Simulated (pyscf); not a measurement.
`[CH3][SnH3]` + `[SH2]` → `[CH3][SnH]` [singlet] + `[SH2]` + `[H][H]` (multi-bond step; singlet surface; H–Sn, H–Sn, H–S broken, H–S, H–H formed). PySCF, gas phase, ωB97X-D3(BJ)/def2-SVP geometries. Energies in kJ/mol from the separated reactants.

```json
[
 {"level": "ωB97X-D3(BJ)/def2-TZVP", "barrier": "225.7", "reaction energy": "+105.4"},
 {"level": "r²SCAN/def2-TZVP", "barrier": "168.6", "reaction energy": "+96.3"},
 {"level": "B3LYP-D3(BJ)/def2-TZVP", "barrier": "…", "reaction energy": "+77.8"},
 {"level": "PBE0-D3(BJ)/def2-TZVP", "barrier": "179.5", "reaction energy": "+99.7"},
 {"level": "M06-2X/def2-TZVP", "barrier": "212.9", "reaction energy": "+84.6"},
 {"level": "ωB97M-D3(BJ)/def2-TZVP", "barrier": "…", "reaction energy": "…"}
]
```

Fill in the missing entries.


- B3LYP-D3(BJ)/def2-TZVP, barrier: 182.7
- ωB97M-D3(BJ)/def2-TZVP, barrier: 225.4
- ωB97M-D3(BJ)/def2-TZVP, reaction energy: +92.8

The functionals in the table span 57.1 kJ/mol in this barrier, from r²SCAN to ωB97X-D3(BJ)/def2-TZVP. On the product side the descent ends in a complex (not fully relaxed), 26.9 kJ/mol under the separated species and 147.2 kJ/mol under the saddle at ωB97X-D3(BJ)/def2-TZVP. The same reactants have a lower exit, to H₃C–SnH₂–SH + H₂ (barrier +168.7 kJ/mol at ωB97M-D3(BJ)/def2-TZVP, against +225.4 kJ/mol here). One saddle was located; it need not be the lowest between these sides. Elements past Kr carry the def2 core potentials, without spin-orbit coupling.
